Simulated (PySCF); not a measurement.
One of the candidates below gave these computed data.

All candidates are C5H4O2.

| technique | computed result |
| --- | --- |
| UV, strongest line | among the 8 lowest singlet transitions: S4 at 5.74 eV (216 nm, f = 0.176) [TDDFT PBE0/def2-SVPD] |
| Polarisability | 62.5 au [PBE0/def2-SVPD] |
| UV, first state | lowest singlet excitation: 4.03 eV (308 nm, f = 0.000) [TDDFT PBE0/def2-SVPD] |
| Dipole | 4.13 D [PBE0/def2-SVPD] |
| Rotational structure | rotational constants A, B, C: 5.973, 2.726, 1.872 GHz [GFN2-xTB] |
| XPS | C1s 290.9 (×2), C1s 293.0 (×2), C1s 293.1, O1s 536.6, O1s 540.8 eV [ΔSCF SCAN, pcX-2 on the ionised atom, pcseg-1 elsewhere, spin-free X2C] |
| Triplet | lowest triplet excitation (Tamm–Dancoff): 3.57 eV [TDA PBE0/def2-SVPD] |

The electronic properties come from PySCF, for the isolated species, density fitting. Levels stand in brackets. Isolated species at its GFN2-xTB geometry, gas phase.

Question: Which candidate is it?
A. `O=Cc1ccoc1`
B. `C=CC#CC(=O)O`
C. `O=c1ccocc1`

Answer: C. It is `O=c1ccocc1`. Numbering: `[O:1]=[c:2]1[cH:3][cH:4][o:5][cH:6][cH:7]1`. Its formula, C5H4O2, gives 4 degrees of unsaturation: 1 ring and 3 π bonds in the structure found (Kekulé form). The core levels belong to: C1s 290.9 eV, unsaturated ring CH carbon [C3/C7]; C1s 293.0 eV, unsaturated ring CH carbon [C4/C6]; C1s 293.1 eV, ring carbonyl carbon [C2]; O1s 536.6 eV, carbonyl oxygen [O1]; O1s 540.8 eV, ring oxygen [O5]. S1 is mainly HOMO→LUMO (weight 0.98); the largest Löwdin shares of the orbital it empties are 0.67 on the carbonyl oxygen, 0.12 on the ring carbonyl carbon and 0.08 on each of 2 atoms of one kind (unsaturated ring CH carbon), of the orbital it fills 0.21 on the carbonyl oxygen, 0.19 on the ring carbonyl carbon and 0.15 on each of 2 atoms of one kind (unsaturated ring CH carbon). The optimised geometry has point group C2v and is an asymmetric top.

The others, at the same levels:
- `O=Cc1ccoc1` fails: its computed lowest singlet excitation is 3.85 eV (322 nm, f = 0.000) (against 4.03 eV), lowest triplet excitation (Tamm–Dancoff) is 3.30 eV (against 3.57 eV) and strongest line among the 8 lowest singlet transitions is S5 at 6.73 eV (184 nm, f = 0.422) (against S4 at 5.74 eV).
- `C=CC#CC(=O)O` fails: its computed lowest singlet excitation is 4.31 eV (287 nm, f = 0.000) (against 4.03 eV), lowest triplet excitation (Tamm–Dancoff) is 3.11 eV (against 3.57 eV) and static isotropic polarisability is 74.1 au (against 62.5 au).

Each candidate is one conformer, not necessarily the lowest. The conformers computed, where there is a choice (atom-mapped SMILES and torsion angles):
- `[O:1]=[CH:2][c:3]1[cH:4][cH:5][o:6][cH:7]1`: O1–C2–C3–C4 180°
- `[CH2:1]=[CH:2][C:3]#[C:4][C:5](=[O:6])[OH:7]`: H–O7–C5–C4 180°
